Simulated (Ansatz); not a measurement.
Compare A (`CC(=O)OC(C)C`) with its isomer B (`COC1CCCO1`).

Calculated with Ansatz (gas phase, PBE0-D4/def2-TZVP geometries, no zero-point term in ΔE). CCSD(T)/CBS is the MP2 limit (def2-TZVPP, def2-QZVPP) plus CCSD(T) − MP2 in def2-TZVPP, frozen cores. Functionals use def2-TZVPP. B3LYP here is the variant with VWN-RPA as its local correlation; programs differ in this. Each species was taken in one conformer, which may not be the lowest.

Problem. Which isomer does CCSD(T)/CBS put lower? Give the gap. (An estimate is asked.)

Solution. Ansatz gave: A, by 106.0 kJ/mol.

Problem. Give E(B) − E(A) in kJ/mol with r2SCAN-D4, LDA (SPW92), PBE0-D4, BLYP-D4, B3LYP-D4, B3LYP, ωB97M-V. (Estimate.)

Solution. Computed: r2SCAN-D4 118.0, LDA (SPW92) 91.2, PBE0-D4 102.1, BLYP-D4 128.0, B3LYP-D4 118.1, B3LYP 122.4, ωB97M-V 107.1. None reverses the order clearly.

Largest T1 diagnostic: 0.013.

In def2-TZVPP, CCSD(T) changes the Hartree–Fock value by −13.5 kJ/mol (the triples alone add +2.4 kJ/mol) and MP2 by −12.1 kJ/mol. Leaving LDA and LC-ωPBE aside and taking each functional with its dispersion term where it has one, the values, not all of them listed here, spread over 28.5 kJ/mol, from PBE-QIDH to BLYP-D4. LDA lies −24.6 kJ/mol from PBE without D4.
